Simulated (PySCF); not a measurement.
A structure optimised at PBE-D3(BJ)/def2-TZVPD, used in a PySCF frequency run:

```xyz
3

N      0.0000     0.0000     0.6555
N      0.0000     0.0000    -0.4429
H      0.0000     0.0000    -1.4882
```
Charge +1, spin multiplicity 1.

Problem. Write its SMILES, formula and point group.

Solution. N#[NH+], HN2, C∞v

Problem. What are its rotational constants (standard atomic weights)?

Solution. 46.269 GHz (linear rotor, B only)
